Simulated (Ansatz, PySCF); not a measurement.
Species: ozone, O3, net charge 0, singlet state. 
Structure (B3LYP-D3(BJ)/def2-TZVP (Ansatz, a program for electronic structure) minimum search):
```
O
O 1 1.2535
O 1 1.2535 2 118.30
```

Total electronic energies in hartree. Valence correlation only, unless marked. Spin-orbit coupling is left out. No relativistic terms. CBS(X,Y): correlation extrapolated as X^-3; Hartree-Fock from the larger set. The bracket is a focal-point correction in the basis named. The program attaches cautions to a run behind HF/aug-cc-pVDZ: large difference. The program attaches cautions to a run behind SCS-MP2/STO-3G: large difference. The program attaches cautions to a run behind CCSD/aug-cc-pVTZ: large difference. The program attaches cautions to a run behind CCSD/CBS(cc-pVTZ,cc-pVQZ): large difference. The program attaches cautions to a run behind CCSD(T)/aug-cc-pVDZ: large difference. The program attaches cautions to a run behind CCSDT/cc-pVDZ: other roots. The program attaches cautions to a run behind RI-MP2/CBS(aug-cc-pVTZ,aug-cc-pVQZ)+[CCSD(T)-MP2]/aug-cc-pVTZ: large difference. The program attaches cautions to a run behind RI-MP2/CBS(cc-pVTZ,cc-pVQZ)+[CCSD(T)-MP2]/cc-pVTZ: large difference. The program attaches cautions to a run behind CCSD(T)/CBS(cc-pVTZ,cc-pVQZ): large difference.

The Hartree-Fock reference is unstable (checked in the largest basis), which strains HF and MP2. The T1 diagnostic of CCSD in the largest basis is 0.026, which is high, so the coupled-cluster rows are less sure than usual.

```tsv
level	program	energy (Eh)
HF/aug-cc-pVDZ	Ansatz	-224.29672
HF-D4/def2-TZVPD	PySCF + dftd4	-224.36345
RI-HF/cc-pVQZ	Ansatz	-224.36490
PBE0-D3(BJ)/def2-TZVP	Ansatz + dftd3	-225.27866
PBE0/def2-TZVPD	Ansatz	-225.28002
TPSSh-D4/def2-TZVPD	PySCF + dftd4	-225.52284
MN15/def2-TZVPD	PySCF	-225.28963
SCS-MP2/STO-3G	Ansatz	-221.50582
CCSD/aug-cc-pVTZ	Ansatz	-225.10518
CCSD/CBS(cc-pVTZ,cc-pVQZ)	Ansatz	-225.1874
CCSD(T)/aug-cc-pVDZ	Ansatz	-224.96757
CCSDT/cc-pVDZ	Ansatz	-224.90808
RI-MP2/CBS(aug-cc-pVTZ,aug-cc-pVQZ)+[CCSD(T)-MP2]/aug-cc-pVTZ	Ansatz	-225.2479
RI-MP2/CBS(cc-pVTZ,cc-pVQZ)+[CCSD(T)-MP2]/cc-pVTZ	Ansatz	-225.2440
CCSD(T)/CBS(cc-pVTZ,cc-pVQZ)	Ansatz	-225.2395
```

Totals of different functionals don't rank their quality; only differences between species are comparable.
